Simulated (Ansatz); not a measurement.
Sn, DFT, PBE, PAW with Ansatz's default frozen-core files, scalar-relativistic (Ansatz 0.2.0), run on 1 thread of Arm Neoverse V1 on a shared host.

The structure comes from a relaxation in the same program, started in the diamond type. Whether it is a known phase or the ground state wasn't checked. The listed cell was then made from it by scaling, straining or moving an atom.

Command: `ansatz run input.yaml --threads 1 --pin off --max-ram 2048MiB --backend cpu --events-out ev --progress --plain --runs-dir out`

```yaml
crystal:
  lattice:
    - [0.0, 3.3931230664, 3.3931230664]
    - [3.3931230664, 0.0, 3.3931230664]
    - [3.3931230664, 3.3931230664, 0.0]
  atoms:
    - { symbol: Sn, position: [0.0, 0.0, 0.0] }
    - { symbol: Sn, position: [0.25, 0.25, 0.25] }
kpoints:
  mp_grid: { grid: [9, 9, 9] }
scf:
  occupations: { method: fermi_dirac, width: 0.05 }
hamiltonian:
  xc: pbe
  pseudopotentials: { kind: paw }
output:
  forces: true
  stress: true
  eigenvalues: true
  efg: { contact_densities: true }
```

Problem. How large is the problem that the program sets up?

Solution. 35 irreducible k-points, 1471 plane waves at Γ, 18 bands.

Problem. Estimate the wall time and the peak memory.

Solution. 4 s of wall time for 6 SCF iterations, with a peak of 0.38 GiB. Times on shared machines scatter by tens of per cent.

Problem. And the same cell and mesh by LAPW (all electrons), asked for forces, stress, eigenvalues, on the same hardware?

Solution. 13 s, peak memory 0.34 GiB.

Problem. And the same cell and mesh by crystal-made all-electron datasets, asked for forces, stress, eigenvalues, efg, on the same hardware?

Solution. 4.9 s, peak memory 0.35 GiB.
